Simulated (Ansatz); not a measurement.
Ansatz (a first-principles code) input (MP2/6-31G*):

Ansatz 0.2 input:
```yaml
crystal:
  periodic: [false, false, false]
  atoms:
    - {symbol: F, position_ang: [-0.00000000, -0.00000000, -0.10164744]}
    - {symbol: H, position_ang: [0.00000000, 0.00000000, 0.91482694]}
basis:
  gaussian:
    orbitals: 6-31G*
total_charge: 1
magnetization: {spin_polarized: true, initial_magnetization: 1}
correlation: {method: mp2, electrons: outside_noble_gas}
relax: {f_tol: 0.003, max_steps: 120}
```

From the last part of the output:

```
Functional definition: HF
these checks for a lower state are left out or cut short: cluster_reference
integrals: 0.00 GiB planned
165 factors; integrals over basis functions are off by at most 4.8e-4 eV
mean field: 0.04 GiB planned
mean field evaluation 1: about -2705.8249 eV, gradient 2.1e1 eV
mean field evaluation 2: about -2705.8253 eV, gradient 2.1e1 eV
mean field evaluation 4: about -2707.2430 eV, gradient 8.6e-1 eV
mean field evaluation 8: about -2707.2480 eV, gradient 3.1e-7 eV
mean field evaluation 16: about -2707.2480 eV, gradient 1.2e-6 eV
mean field -2707.24799581 eV, -99.4895288075 hartree, gradient 3.0e-6 eV, S^2 0.754577; 2 other end points of the search recorded, 0 dependent functions left out
1 core orbitals not correlated
reference -2707.24799581 eV, -99.4895288075 hartree; 4, 3 occupied and 12, 13 virtual orbitals, 165 factors
densities: 0.04 GiB planned
second order -3.46793209 eV of doubles, -0.00000000 eV of singles
the calculation of the forces begins
relax step   1: F+E_penalty+E_count = -2710.71592790 eV  Δ(F+E_penalty+E_count) = +0.000e0 eV  max|allowed force component| = 4.377e-1 eV/Å  Δτ_max = 0.0000 Å  (61 SCF iters, accepted)
these checks for a lower state are left out or cut short: starts, cluster_reference, orbital_swaps, neighbouring_geometries, increment
integrals: 0.00 GiB planned
165 factors; integrals over basis functions are off by at most 4.9e-4 eV
mean field: 0.04 GiB planned
mean field -2707.24435008 eV, -99.4893948294 hartree, gradient 2.3e-6 eV, S^2 0.754652; 0 other end points of the search recorded, 0 dependent functions left out
1 core orbitals not correlated
reference -2707.24435008 eV, -99.4893948294 hartree; 4, 3 occupied and 12, 13 virtual orbitals, 165 factors
densities: 0.04 GiB planned
second order -3.47391204 eV of doubles, -0.00000000 eV of singles
the calculation of the forces begins
mean field evaluation 32: about -2707.2444 eV, gradient 2.3e-6 eV
relax step   2: F+E_penalty+E_count = -2710.71826212 eV  Δ(F+E_penalty+E_count) = -2.334e-3 eV  max|allowed force component| = 1.848e-1 eV/Å  Δτ_max = 0.0038 Å  (30 SCF iters, accepted)
these checks for a lower state are left out or cut short: starts, cluster_reference, orbital_swaps, neighbouring_geometries, increment
integrals: 0.00 GiB planned
165 factors; integrals over basis functions are off by at most 5.0e-4 eV
mean field: 0.04 GiB planned
mean field -2707.24053466 eV, -99.4892546153 hartree, gradient 2.4e-6 eV, S^2 0.754708; 0 other end points of the search recorded, 0 dependent functions left out
1 core orbitals not correlated
reference -2707.24053466 eV, -99.4892546153 hartree; 4, 3 occupied and 12, 13 virtual orbitals, 165 factors
densities: 0.04 GiB planned
second order -3.47825564 eV of doubles, -0.00000000 eV of singles
the calculation of the forces begins
relax step   3: F+E_penalty+E_count = -2710.71879030 eV  Δ(F+E_penalty+E_count) = -5.282e-4 eV  max|allowed force component| = 6.287e-3 eV/Å  Δτ_max = 0.0028 Å  (30 SCF iters, accepted)
these checks for a lower state are left out or cut short: starts, cluster_reference, orbital_swaps, neighbouring_geometries, increment
integrals: 0.00 GiB planned
165 factors; integrals over basis functions are off by at most 5.0e-4 eV
mean field: 0.04 GiB planned
mean field -2707.24037577 eV, -99.4892487762 hartree, gradient 3.0e-6 eV, S^2 0.754711; 0 other end points of the search recorded, 0 dependent functions left out
1 core orbitals not correlated
reference -2707.24037577 eV, -99.4892487762 hartree; 4, 3 occupied and 12, 13 virtual orbitals, 165 factors
densities: 0.04 GiB planned
second order -3.47841513 eV of doubles, -0.00000000 eV of singles
the calculation of the forces begins
relax step   4: F+E_penalty+E_count = -2710.71879090 eV  Δ(F+E_penalty+E_count) = -5.958e-7 eV  max|allowed force component| = 1.869e-4 eV/Å  Δτ_max = 0.0001 Å  (19 SCF iters, accepted)
these checks for a lower state are left out or cut short: cluster_reference
integrals: 0.00 GiB planned
165 factors; integrals over basis functions are off by at most 5.0e-4 eV
mean field: 0.04 GiB planned
mean field evaluation 64: about -2707.2393 eV, gradient 4.5e-1 eV
mean field -2707.24037577 eV, -99.4892487762 hartree, gradient 3.0e-6 eV, S^2 0.754711; 3 other end points of the search recorded, 0 dependent functions left out
1 core orbitals not correlated
reference -2707.24037577 eV, -99.4892487762 hartree; 4, 3 occupied and 12, 13 virtual orbitals, 165 factors
densities: 0.04 GiB planned
second order -3.47841513 eV of doubles, -0.00000000 eV of singles
the calculation of the forces begins
Total energy: -2710.71879090 eV, -99.6170781744 hartree
Atom 0 at    -0.000000     0.000000    -0.108294 Å, force     0.000000    -0.000000     0.000187 eV/Å
Atom 1 at     0.000000    -0.000000     0.921474 Å, force    -0.000000     0.000000    -0.000187 eV/Å
Dipole moment:    -0.000000     0.000000     0.526794 e Å
Checks for a lower state left out: cluster_reference
```

The dipole moment of an ion depends on the origin.
